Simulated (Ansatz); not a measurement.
Reaction (SMILES): C(=O)=C → 2 C atom + 2 H atom + O atom
B3LYP-D3(BJ)/def2-TZVP geometries, fixed; electronic energies without zero-point terms.

Basis-set convergence of the atomisation energy at B3LYP with Ansatz (an electronic-structure program). Cartesian d functions, on some or all atoms, in 6-31G*, 6-31+G*; all else is spherical. The program fits the integrals of some runs and decomposes those of others, by size. Open shells are unrestricted. No added dispersion term, no relativity. Functions are those of the species that has most. Reference: the value in aug-pcseg-3, 534.50 kcal/mol, itself unsure by roughly 0.20 kcal/mol (its mean distance from aug-cc-pVQZ, cc-pV5Z, def2-QZVPPD). Deviations are taken from unrounded values.

| basis | functions | atomisation energy (kcal/mol) |
|---|---|---|
| 6-31G* | 49 | 529.86 |
| 6-31+G* | 61 | 524.61 |
| cc-pVDZ | 52 | 524.92 |
| aug-cc-pVDZ | 87 | 523.67 |
| def2-SVP | 52 | 537.55 |
| def2-SVPD | 79 | 537.66 |
| pcseg-1 | 52 | 525.97 |
| aug-pcseg-1 | 87 | 527.29 |
| 6-311G** | 66 | 530.92 |
| 6-311+G** | 78 | 528.89 |
| def2-TZVP | 105 | 533.27 |
| def2-TZVPD | 132 | 533.13 |
| cc-pVTZ | 118 | 533.74 |
| aug-cc-pVTZ | 184 | 532.95 |
| pcseg-2 | 118 | 534.03 |
| aug-pcseg-2 | 184 | 534.29 |
| def2-TZVPP | 121 | 533.82 |
| def2-TZVPPD | 148 | 533.64 |
| cc-pVQZ | 225 | 534.79 |
| aug-cc-pVQZ | 332 | 534.42 |
| def2-QZVPP | 231 | 534.07 |
| def2-QZVPPD | 258 | 533.99 |
| pcseg-3 | 246 | 534.48 |
| aug-pcseg-3 | 353 | 534.50 |

What the diffuse functions change, pair by pair:
- 6-31G* to 6-31+G*: 12 more functions, deviation -4.64 to -9.89 kcal/mol
- cc-pVDZ to aug-cc-pVDZ: 35 more functions, deviation -9.58 to -10.82 kcal/mol
- def2-SVP to def2-SVPD: 27 more functions, deviation 3.05 to 3.16 kcal/mol
- pcseg-1 to aug-pcseg-1: 35 more functions, deviation -8.52 to -7.21 kcal/mol
- 6-311G** to 6-311+G**: 12 more functions, deviation -3.58 to -5.61 kcal/mol
- def2-TZVP to def2-TZVPD: 27 more functions, deviation -1.23 to -1.36 kcal/mol
- cc-pVTZ to aug-cc-pVTZ: 66 more functions, deviation -0.76 to -1.55 kcal/mol
- pcseg-2 to aug-pcseg-2: 66 more functions, deviation -0.46 to -0.20 kcal/mol
- def2-TZVPP to def2-TZVPPD: 27 more functions, deviation -0.68 to -0.85 kcal/mol
- cc-pVQZ to aug-cc-pVQZ: 107 more functions, deviation 0.29 to -0.08 kcal/mol
- def2-QZVPP to def2-QZVPPD: 27 more functions, deviation -0.42 to -0.51 kcal/mol
- pcseg-3 to aug-pcseg-3: 107 more functions, deviation -0.02 to 0.00 kcal/mol

Leaving out the reference's own pair, they bring the value nearer the reference by more than 0.20 kcal/mol in 3 of 11 pairs.
